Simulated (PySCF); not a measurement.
## Reproducing measurements on CFCl3

**Experimental background.**

From NIST CCCBDB Release 22 (SRD 101), experimental dipoles, for the gas: dipole moment (microwave Stark effect, vibrational ground state) 0.46 ± 0.02 D.

The results are set against them at the end.

CFCl3.
SMILES with atom numbers: `[F:1][C:2]([Cl:3])([Cl:4])[Cl:5]`

Cartesian coordinates in Å at the GFN2-xTB level; atoms count from 1:
```
atom  x, y, z in Å
F1     0.060   -0.141    1.396
C2     0.005   -0.006    0.067
Cl3   -0.458    1.661   -0.313
Cl4    1.603   -0.371   -0.604
Cl5   -1.201   -1.140   -0.563
```

Runs made with PySCF (gas phase, on this GFN2-xTB geometry; no spin–orbit coupling):

```
             level         job  basis functions
    B97-2/pcSseg-0  shieldings               57
BHandHLYP/pcSseg-0  shieldings               57
CAM-B3LYP/pcSseg-0  shieldings               57
  HCTH407/pcSseg-0  shieldings               57
    HSE06/pcSseg-0  shieldings               57
  LC-wPBE/pcSseg-0  shieldings               57
     OLYP/pcSseg-0  shieldings               57
     WP04/pcSseg-0  shieldings               57
 mPW1PW91/pcSseg-0  shieldings               57
   revPBE/pcSseg-0  shieldings               57
  wB97X-D/pcSseg-0  shieldings               57
    wB97X/pcSseg-0  shieldings               57
```

**Comparison with experiment**

**Dipole moment.** Measured: 0.46 D (NIST CCCBDB Release 22 (SRD 101), experimental dipoles).

| level | computed (D) | computed − measured (D) | % (from the printed values) |
| --- | --- | --- | --- |
| B97-2/pcSseg-0 | 0.36 | -0.10 | -22 |
| BHandHLYP/pcSseg-0 | 0.49 | +0.03 | +7 |
| CAM-B3LYP/pcSseg-0 | 0.36 | -0.10 | -22 |
| HCTH407/pcSseg-0 | 0.27 | -0.19 | -41 |
| HSE06/pcSseg-0 | 0.36 | -0.10 | -22 |
| LC-wPBE/pcSseg-0 | 0.31 | -0.15 | -33 |
| OLYP/pcSseg-0 | 0.24 | -0.22 | -48 |
| WP04/pcSseg-0 | 0.49 | +0.03 | +7 |
| mPW1PW91/pcSseg-0 | 0.37 | -0.09 | -20 |
| revPBE/pcSseg-0 | 0.20 | -0.26 | -57 |
| wB97X-D/pcSseg-0 | 0.36 | -0.10 | -22 |
| wB97X/pcSseg-0 | 0.33 | -0.13 | -28 |

The computed dipoles belong to one fixed geometry; measured ones are averaged over vibrations unless marked μe. Magnitudes are compared, not signs.

The geometry is computed, not the measured one. Where a level misses, the cause wasn't examined.
